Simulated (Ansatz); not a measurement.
Results of rVV10 in Ansatz (plane waves, PAW) for α-quartz (SiO2).

Total energies, extrapolated to zero smearing (they compare only within this program, potentials and cutoff; free atoms with spin allowed, lowest state found):

| system | energy (eV/atom) |
|---|---|
| α-quartz (SiO2), relaxed | -598.2837 |
| free Si atom | -641.9887 |
| free O atom | -566.8176 |

Question: Work out the cohesive energy per atom.

Answer: E_coh = [1 × (-641.9887) + 2 × (-566.8176)]/3 − (-598.2837) = 6.41 eV/atom. The reference value is 6.45 ± 0.03 eV/atom (worked out here from tabulated enthalpies at 298 K, copied from a table, unchecked, brought to a static lattice with a Debye model, atoms in their spin–orbit ground levels; inputs from the CRC Handbook), a difference of -0.04 eV/atom.

The PAW data were made under PBE.

Ansatz is a program for electronic structure.
